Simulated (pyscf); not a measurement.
Structures and frequencies: ωB97X-D3(BJ)/def2-SVP in PySCF.

Q: What is the homolytic dissociation enthalpy (298 K, ωB97M-D3(BJ)/def2-TZVP) of the C–F bond of F–C(F)(F)–CH₂–CH₂–Cl, to F• + F–C•(F)–CH₂–CH₂–Cl?

A: C–F to F• + F–C•(F)–CH₂–CH₂–Cl: 126.1 kcal/mol. The 7 functionals that were run give +121.2 (B3LYP-D3(BJ)) to +127.1 kcal/mol (M06-2X). Other isomers of F–C•(F)–CH₂–CH₂–Cl were not searched in full and may lie lower. Left out: the spin-orbit lowering of F.
